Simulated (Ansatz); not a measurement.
Relaxation of [BMeH3]- (CH6B⁻) with RKS PBE-D4/def2-TZVPD.

```sh
$ ansatz run in.yaml --threads 2 --pin off --events-out ev --progress --plain --max-ram 4352MiB
```

```yaml
crystal:
  periodic: [false, false, false]
  atoms:
    - {symbol: B, position_ang: [-0.002120, 0.003030, -0.820260]}
    - {symbol: C, position_ang: [0.002160, -0.002850, 0.828840]}
    - {symbol: H, position_ang: [-1.010180, 0.041900, 1.245300]}
    - {symbol: H, position_ang: [0.550190, 0.849940, 1.244930]}
    - {symbol: H, position_ang: [0.469650, -0.905360, 1.238890]}
    - {symbol: H, position_ang: [1.151450, -0.035240, -1.249110]}
    - {symbol: H, position_ang: [-0.546150, 1.024230, -1.240270]}
    - {symbol: H, position_ang: [-0.615010, -0.975650, -1.248310]}
basis:
  gaussian: {orbitals: def2-TZVPD}
total_charge: -1
hamiltonian: {xc: pbe, dispersion: d4}
scf: {lower_state_search: "off"}
output: {orbitals: {seedname: orbitals}}
relax: {f_tol: 0.02, max_steps: 100}
```

Run time 3.4 s (2 threads of Arm Neoverse V1 on a shared host).

Positions (Å) and forces (eV/Å) at steps 1, 2, 3, 4 of 4:

```xyz
8
step=1 energy=-1809.1994 eV
B    -0.002    0.003   -0.820    0.003   -0.008    0.307
C     0.002   -0.003    0.829    0.007   -0.007   -0.400
H    -1.010    0.042    1.245   -0.372    0.016    0.181
H     0.550    0.850    1.245    0.196    0.310    0.176
H     0.470   -0.905    1.239    0.168   -0.321    0.172
H     1.151   -0.035   -1.249    0.301   -0.011   -0.146
H    -0.546    1.024   -1.240   -0.143    0.273   -0.147
H    -0.615   -0.976   -1.248   -0.160   -0.252   -0.143
8
step=2 energy=-1809.2151 eV
B    -0.002    0.003   -0.820    0.000   -0.005    0.136
C     0.002   -0.003    0.833    0.003   -0.001   -0.203
H    -1.017    0.040    1.256   -0.115    0.004    0.066
H     0.552    0.857    1.255    0.060    0.097    0.066
H     0.475   -0.911    1.249    0.053   -0.099    0.063
H     1.159   -0.037   -1.261    0.115   -0.005   -0.043
H    -0.548    1.032   -1.253   -0.054    0.104   -0.043
H    -0.621   -0.981   -1.260   -0.061   -0.095   -0.043
8
step=3 energy=-1809.2168 eV
B    -0.002    0.003   -0.822    0.002    0.003   -0.008
C     0.002   -0.003    0.825   -0.001   -0.003    0.107
H    -1.019    0.037    1.257    0.007    0.000   -0.010
H     0.550    0.860    1.257   -0.004   -0.006   -0.012
H     0.479   -0.911    1.250   -0.003    0.006   -0.010
H     1.169   -0.040   -1.259   -0.036    0.001   -0.023
H    -0.550    1.042   -1.251    0.016   -0.031   -0.023
H    -0.628   -0.988   -1.258    0.019    0.031   -0.021
8
step=4 energy=-1809.2174 eV
B    -0.002    0.003   -0.820    0.000    0.000    0.001
C     0.002   -0.003    0.830    0.000    0.000    0.000
H    -1.020    0.036    1.261   -0.001    0.000    0.000
H     0.550    0.861    1.260    0.000    0.001    0.000
H     0.479   -0.911    1.253    0.001    0.000    0.000
H     1.165   -0.041   -1.264    0.000    0.000    0.000
H    -0.548    1.039   -1.256    0.000    0.000    0.000
H    -0.626   -0.984   -1.263    0.000    0.000    0.000
```
